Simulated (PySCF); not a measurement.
Acid–base and redox partners of CC=C. Isolated molecules, 0 K electronic values unless said otherwise. One relaxed conformer stands for each flexible species; it need not be the lowest. Strings in code marks are SMILES.

All values below come from PBE-D3(BJ)/def2-TZVP // PBE0-D4/def2-TZVP (PySCF). 

```json
[
 {"species": "neutral parent (`C(=C)C`)", "dipole moment (D)": "0.43", "highest occupied spin orbital (eV)": "–"},
 {"species": "proton added at C1 (`C[CH+]C`)", "dipole moment (D)": "–", "highest occupied spin orbital (eV)": "–"},
 {"species": "H atom removed from C1 (`[C](/[H])=C/C`)", "dipole moment (D)": "…", "highest occupied spin orbital (eV)": "-5.27"},
 {"species": "H atom removed from C2 (`C=[C]C`)", "dipole moment (D)": "0.95", "highest occupied spin orbital (eV)": "-4.81"},
 {"species": "H atom removed from C3 (`[CH2]C=C` (H–C–C–C torsion 0°))", "dipole moment (D)": "–", "highest occupied spin orbital (eV)": "-4.69"}
]
```

### Question
Fill in the missing entries.

### Answer

- H atom removed from C1 (`[C](/[H])=C/C`), dipole moment (D): 1.13
